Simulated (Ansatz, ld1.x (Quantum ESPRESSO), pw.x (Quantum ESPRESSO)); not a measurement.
## From atom to crystal: RRKJ potential for germanium

Ge (Z = 32), norm-conserving RRKJ (Kleinman–Bylander form), made with ld1.x (Quantum ESPRESSO) 7.5 (LDA (PW92), scalar-relativistic). Core [Ar] 3d10, reference 4s2 4p2. Waves: 4p (bound): rc 2.25 bohr; 4d channel at 0.15 Ry: rc 2.45 bohr; 4s (bound): rc 1.75 bohr. Local part: the s channel. Core correction: none. rho0 = 0.01.

Crystal test: bcc Ge in pw.x 7.5, no spin, 14³ k-points, Fermi–Dirac smearing 0.01 Ry, cutoffs 50/200 Ry. The reference is all-electron LAPW (Ansatz 0.2.0) with the same functional, mesh and smearing; V0 and B0 come from Birch–Murnaghan fits to the pressures at five volumes. Errors are pseudo minus all-electron; Δ is the rms difference of the E(V) curves that follow from these fits, minima aligned, over ±6 % about the mean V0. Mesh and smearing are coarse, so the numbers serve the comparison and aren't converged zero-temperature values; the lattice is a test structure that the element need not adopt.

All-electron: a0 = 3.294 Å (V0 = 17.87 Å³/atom), B0 = 78.6 GPa.

Q: How far does the potential miss the all-electron equation of state?

A: mean pressure error (GPa): -1.65; a0 (Å): 3.270; a0 error (%): -0.72; B0 error (%): +1.0; Δ (meV/atom): 6.6. This is a poor potential for the solid.

```csv
V (Å³/atom),P all-electron (GPa),P pseudo (GPa)
16.998,4.39,2.40
17.446,1.99,0.20
17.893,-0.10,-1.73
18.340,-1.93,-3.41
18.788,-3.53,-4.88
```

Q: At the middle volume, how do free energy and pressure move when the wave cutoff is lowered (ecutrho kept at four times it)?

A:

| cutoff (Ry) | shift of F (meV/atom) | shift of P (GPa) |
| --- | --- | --- |
| 22 | +154.3 | -1.52 |
| 30 | +65.3 | -1.90 |
| 40 | +6.2 | -0.52 |

Input at the middle volume:

```
&control
  calculation='scf', prefix='x', pseudo_dir='./', outdir='./tmp', tstress=.true., disk_io='low'
/
&system
  ibrav=0, nat=1, ntyp=1, ecutwfc=50, ecutrho=200, nbnd=9,
  occupations='smearing', smearing='fd', degauss=0.01
/
&electrons
  conv_thr=1e-09, mixing_beta=0.4, electron_maxstep=70
/
ATOMIC_SPECIES
Ge 1.0 Ge.UPF
CELL_PARAMETERS angstrom
  -1.64768577 1.64768577 1.64768577
  1.64768577 -1.64768577 1.64768577
  1.64768577 1.64768577 -1.64768577
ATOMIC_POSITIONS crystal
Ge 0.0000 0.0000 0.0000
K_POINTS automatic
14 14 14 0 0 0
```

```bash
pw.x < Ge.scf.in > Ge.scf.out
```

Lines of the output:

```
Message from routine setup:
     using ibrav=0 with symmetry is DISCOURAGED, use correct ibrav instead
     lattice parameter (alat)  =       5.3930  a.u.
     unit-cell volume          =     120.7479 (a.u.)^3
     number of electrons       =         4.00
     number of Kohn-Sham states=            9
     kinetic-energy cutoff     =      50.0000  Ry
     charge density cutoff     =     200.0000  Ry
     scf convergence threshold =      1.0E-09
     Exchange-correlation= PW
     number of k points=   104  Fermi-Dirac smearing, width (Ry)=  0.0100
     iteration #  1     ecut=    50.00 Ry     beta= 0.40
     total energy              =      -7.97747643 Ry
     estimated scf accuracy    <       0.00155016 Ry
     iteration #  2     ecut=    50.00 Ry     beta= 0.40
     total energy              =      -7.97736012 Ry
     estimated scf accuracy    <       0.00047427 Ry
     iteration #  3     ecut=    50.00 Ry     beta= 0.40
     total energy              =      -7.97738221 Ry
     estimated scf accuracy    <       0.00000235 Ry
     iteration #  4     ecut=    50.00 Ry     beta= 0.40
     total energy              =      -7.97738248 Ry
     estimated scf accuracy    <          5.2E-09 Ry
     iteration #  5     ecut=    50.00 Ry     beta= 0.40
     the Fermi energy is     8.0459 ev
!    total energy              =      -7.97738249 Ry
     estimated scf accuracy    <          3.7E-10 Ry
     smearing contrib. (-TS)   =      -0.00184708 Ry
     The total energy is F=E-TS. E is the sum of the following terms:
     one-electron contribution =       3.62230098 Ry
     hartree contribution      =       0.07355441 Ry
     xc contribution           =      -2.32106706 Ry
     ewald contribution        =      -9.35032374 Ry
     convergence has been achieved in   5 iterations
          total   stress  (Ry/bohr**3)                   (kbar)     P=      -17.29
```

The run at the middle volume (104 k-points, 5 iterations) took about 5.6 s on one core of a shared host (Neoverse-V1, 32 threads, 247 GiB, load 13).
